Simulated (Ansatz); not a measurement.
# C2H2F2O: up Jacob's ladder to CCSD(T)

Aim: compute C2H2F2O with functionals from several rungs and with coupled cluster, and see how far each lands from CCSD(T) at the basis-set limit for the atomisation energy.

Program: Ansatz 0.2.0, Gaussian basis. Level of theory: functionals in def2-TZVPP, the program's frozen cores in correlated methods. These are calculated values, not measurements.

The runs, in order: LDA (SPW92), PBE-D4, revPBE-D4, BLYP-D4, r2SCAN-D4, B97M-V, PBE0-D4, B3LYP-D4, r2SCANh-D4, r2SCAN0-D4, HSE06-D4, BHLYP-D4, CAM-B3LYP-D4, LC-ωPBE, ωB97X-V, ωB97M-V, B2PLYP, PBE-QIDH; CCSD(T)/def2-SVP; CCSD(T)/def2-TZVPP; MP2/def2-QZVPP; extrapolation to the limit; RPA on PBE.

**1. Structure used throughout**

The geometry comes from an earlier relaxation with PBE0-D4 in a triple-zeta def2 set; it is a stationary point, not always the lowest conformer.

SMILES `F[C@@H]1O[C@H]1F`, 7 atoms, charge 0, spin multiplicity 1.

Atoms are counted from 1 here; the program's logs count them from 0.

Bond lengths: F1–C2 1.344 Å, C2–O3 1.395 Å, C2–C4 1.447 Å, C2–H6 1.086 Å, O3–C4 1.395 Å, C4–F5 1.344 Å, C4–H7 1.086 Å. Angles: F1–C2–O3 115.3°, F1–C2–C4 120.1°, F1–C2–H6 112.0°, O3–C2–C4 58.8°, O3–C2–H6 116.8°, C4–C2–H6 123.1°, C2–O3–C4 62.5°, C2–C4–O3 58.8°, C2–C4–F5 120.0°, C2–C4–H7 123.1°, O3–C4–F5 115.3°, O3–C4–H7 116.8°, F5–C4–H7 112.0°.

**2. LDA**

This LDA is Slater exchange with PW92 correlation.

The input, in.yaml:

```yaml
crystal:
  periodic: [false, false, false]
  atoms:
    - {symbol: F, position_ang: [0.607872, -1.511712, 0.834792]}
    - {symbol: C, position_ang: [0.032041, -0.311147, 0.651495]}
    - {symbol: O, position_ang: [-1.098526, -0.311516, -0.166197]}
    - {symbol: C, position_ang: [0.051267, 0.309627, -0.655034]}
    - {symbol: F, position_ang: [-0.022198, 1.647111, -0.765858]}
    - {symbol: H, position_ang: [-0.032506, 0.255054, 1.576092]}
    - {symbol: H, position_ang: [0.523249, -0.145518, -1.520889]}
basis:
  gaussian: {orbitals: def2-TZVPP}
hamiltonian: {xc: lda}
output: {orbitals: {seedname: orbitals}}
```

Started as:

```
ansatz run in.yaml --threads 4 --pin off --events-out ev --progress --plain --max-ram 10444MiB
```

After this run come: PBE-D4 (GGA); revPBE-D4 (GGA); BLYP-D4 (GGA); r2SCAN-D4 (meta-GGA); B97M-V (meta-GGA); B3LYP-D4 (hybrid); r2SCANh-D4 (hybrid); r2SCAN0-D4 (hybrid); HSE06-D4 (hybrid); BHLYP-D4 (hybrid); CAM-B3LYP-D4 (range-separated); LC-ωPBE (range-separated); ωB97X-V (range-separated); ωB97M-V (range-separated); B2PLYP (double hybrid); PBE-QIDH (double hybrid); CCSD(T) in def2-SVP; CCSD(T) in def2-TZVPP; MP2 in def2-QZVPP; RPA on PBE orbitals.

**Question.** What will the summary of the whole plan be? Wanted: atomisation energy, CCSD(T)/CBS; farthest beyond LDA; mean size of error, GGA; mean size of error, meta-GGA; mean size of error, hybrid; mean size of error, range-separated; mean size of error, double hybrid; gap, smallest and largest; T1 diagnostic.

The runs gave:

```
                               quantity                                   value
        atomisation energy, CCSD(T)/CBS                           2830.1 kJ/mol
 functionals within 14.2 kJ/mol (0.5 %)  B97M-V, B3LYP-D4, r2SCANh-D4, PBE-QIDH
                    farthest beyond LDA                BHLYP-D4 (-172.2 kJ/mol)
                mean size of error, GGA                             75.8 kJ/mol
           mean size of error, meta-GGA                             20.8 kJ/mol
             mean size of error, hybrid                             54.8 kJ/mol
    mean size of error, range-separated                             27.3 kJ/mol
      mean size of error, double hybrid                             17.7 kJ/mol
              gap, smallest and largest   8.27 eV (BLYP-D4), 15.93 eV (LC-ωPBE)
                          T1 diagnostic                                  0.0127
triples share of the correlation energy                                   3.5 %
```

In words: LDA overbinds by 621.6 kJ/mol (22 %). PBE-D4 is off by +156.7 kJ/mol. Double hybrids carry the basis error of their MP2 part in triple zeta, and no dispersion term here, so their miss is partly the set-up's. By mean error the best rung here is double hybrid (17.7 kJ/mol) and the worst beyond LDA is GGA (75.8 kJ/mol). The gap between the best rungs is small, so their order is not settled. The reference freezes the cores and leaves out relativity and excitations past (T), so misses under about 14.2 kJ/mol can't be ranked. Hartree-Fock recovers 66 % of the binding; the rest is correlation. CCSD(T) in def2-SVP is off by -147.4 kJ/mol, more than most functionals: a good method in a small basis is no reference. Orbital gaps span 8.3 to 15.9 eV; exact exchange widens them.
